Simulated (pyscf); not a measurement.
Single points on ωB97X-D3(BJ)/def2-SVP structures (PySCF, gas phase). Correlated levels are frozen-core, on RHF or UHF. ΔMP2 is the change of the MP2 total energy from the triple- to the quadruple-zeta basis.

SMILES: [NH2][Cu]
```xyz
4

N     -1.0183    -0.3441    -0.3335
Cu    -0.8143     0.2286     1.3858
H     -0.8613    -1.3571    -0.3534
H     -2.0068    -0.2461    -0.5874
```

Q: How much does it cost (ΔH, 298 K, CCSD(T)/def2-TZVPP + ΔMP2(QZVPP)) to split H₂N–Cu at its Cu–N bond into NH₂• + Cu•?

A: Cu–N to NH₂• + Cu•: 251.4 kJ/mol. The CCSD(T) − MP2 part came from Ansatz, without density fitting, on the same reference. The frozen core leaves the outer d or s,p core shells of the metals and heavy elements correlated in the MP2 and CC values, and def2-TZVPP describes them poorly, which can shift differences by a few kcal/mol. Open-shell species with a d-block atom are single-reference here; other states, and whether the spin sits on metal or ligand, were not checked.
